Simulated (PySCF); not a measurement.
**Mg, Mg⁺, Mg²⁺: ionisation energies in aug-cc-pCVTZ**

Wanted: the ionisation energy of magnesium, up a ladder of methods.

The numbers are computed with PySCF 2.14.0 (unrestricted determinants in a Gaussian basis, no spin-orbit coupling in the energies), except any that are marked as measured or tabulated.

## Step 1: The system

| Quantity | Value |
| --- | --- |
| Element | magnesium (Z = 12) |
| Basis | aug-cc-pCVTZ (8s7p5d3f, 75 functions) |
| Hamiltonian | the non-relativistic Hamiltonian (point nucleus) |
| State 1 | Mg: [Ne] 3s2, closed-shell 1S |
| State 2 | Mg⁺: [Ne] 3s1, 2S determinant |
| State 3 | Mg²⁺: [Ne], closed-shell 1S |
| Methods | CCSD(T) |
| Core shells frozen in the correlated runs | all electrons: nothing (for Mg) |

The outer shells:

Mg [Ne] 3s2
```
[Ne] core
3s [↑↓]
```

Mg+ [Ne] 3s1
```
[Ne] core
3s [↑ ]
```

Mg2+ [Ne]
```
[He] core
2s [↑↓]
2p [↑↓][↑↓][↑↓]
```

One driver process ran all states and methods and kept the integrals in memory. Each run is shown as a PySCF script that sums up its settings (the driver passes frozen orbitals as a list and adds second-order terms of double hybrids); the logs are those of the runs themselves. The driver starts from symmetry-adapted Hartree-Fock orbitals, holds the occupation by maximum overlap and uses a logarithmic radial grid for functionals, so a plain start would take other cycles.

The integrals over 75 functions and the set-up took 0.21 s of CPU time.

## Step 2: Mg: CCSD(T) (all electrons)

**CCSD(T) (all electrons)**

Contents of input.py:

```python
from pyscf import gto, scf, dft, mp, cc
import basis_set_exchange as bse
mol = gto.M(atom="Mg 0 0 0", charge=0, spin=0, symmetry="D2h",
            basis=gto.basis.parse(bse.get_basis("aug-cc-pCVTZ", elements=["Mg"], fmt="nwchem")))
mf = scf.UHF(mol)
mf.irrep_nelec = {'Ag': (3, 3), 'B1u': (1, 1), 'B2u': (1, 1), 'B3u': (1, 1)}
mf.kernel()
mycc = cc.CCSD(mf, frozen=0).run()
mycc.ccsd_t()
```

## Step 3: Mg⁺: CCSD(T) (all electrons)

**CCSD(T) (all electrons)**

Contents of input.py:

```python
from pyscf import gto, scf, dft, mp, cc
import basis_set_exchange as bse
mol = gto.M(atom="Mg 0 0 0", charge=1, spin=1, symmetry="D2h",
            basis=gto.basis.parse(bse.get_basis("aug-cc-pCVTZ", elements=["Mg"], fmt="nwchem")))
mf = scf.UHF(mol)
mf.irrep_nelec = {'Ag': (3, 2), 'B1u': (1, 1), 'B2u': (1, 1), 'B3u': (1, 1)}
mf.kernel()
mycc = cc.CCSD(mf, frozen=0).run()
mycc.ccsd_t()
```

## Step 4: Mg²⁺, at CCSD(T) (all electrons)

**CCSD(T) (all electrons)**

Contents of input.py:

```python
from pyscf import gto, scf, dft, mp, cc
import basis_set_exchange as bse
mol = gto.M(atom="Mg 0 0 0", charge=2, spin=0, symmetry="D2h",
            basis=gto.basis.parse(bse.get_basis("aug-cc-pCVTZ", elements=["Mg"], fmt="nwchem")))
mf = scf.UHF(mol)
mf.irrep_nelec = {'Ag': (2, 2), 'B1u': (1, 1), 'B2u': (1, 1), 'B3u': (1, 1)}
mf.kernel()
mycc = cc.CCSD(mf, frozen=0).run()
mycc.ccsd_t()
```

What does the calculation give?

The runs gave:

| quantity | value |
| --- | --- |
| ionisation energy, Mg | UHF 6.606, CCSD(T) (all electrons) 7.599 eV; reference 7.646 |
| ionisation energy, Mg⁺ | UHF 14.723, CCSD(T) (all electrons) 14.936 eV; reference 15.035 |

Accuracy by level (over 2 differences):

| method | mean absolute miss against the measured values (with the measured fine structure taken into account where it is known) (eV) |
| --- | --- |
| UHF | 0.676 |
| MP2 (all electrons) | 0.193 |
| SCS-MP2 (all electrons) | 0.163 |
| CCSD (all electrons) | 0.094 |
| CCSD(T) (all electrons) | 0.073 |

In words: Against experiment CCSD(T) (all electrons) comes closest (mean absolute error over 2 measured values 0.07 eV) and UHF is farthest (0.68 eV). Hartree-Fock falls short because the species with more electrons holds more correlation energy, which it lacks. The basis is finite, and no extrapolation was made.
